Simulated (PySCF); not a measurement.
Reaction (SMILES): N (NH3) + H+ → [NH4+]
B3LYP-D3(BJ)/def2-TZVP geometries, fixed; electronic energies without zero-point terms; positive where energy is released.
Largest species:
```
N
H 1 1.0250
H 1 1.0250 2 109.47
H 1 1.0250 2 109.47 3 120.00
H 1 1.0250 2 109.47 4 120.00
```
Charge +1, spin multiplicity 1.

Effect of the SCF energy threshold at HF/aug-cc-pVTZ with PySCF, against the last row, where the proton affinity is 215.76 kcal/mol.

| setting | SCF cycles, largest species | largest shift of a total energy (mEh) | shift of the proton affinity (kcal/mol) |
|---|---|---|---|
| conv_tol: 1e-4 | 5 | 0.000 | 0.000 |
| conv_tol: 1e-5 | 5 | 0.000 | 0.000 |
| conv_tol: 1e-6 | 6 | 0.000 | 0.000 |
| conv_tol: 1e-7 | 7 | 0.000 | 0.000 |
| conv_tol: 1e-11 | 8 | 0.000 | 0.000 |

Within 0.02 kcal/mol in the proton affinity: conv_tol: 1e-4; conv_tol: 1e-5; conv_tol: 1e-6; conv_tol: 1e-7. The largest shift is 0.000 mEh in a total energy and 0.000 kcal/mol in the difference.
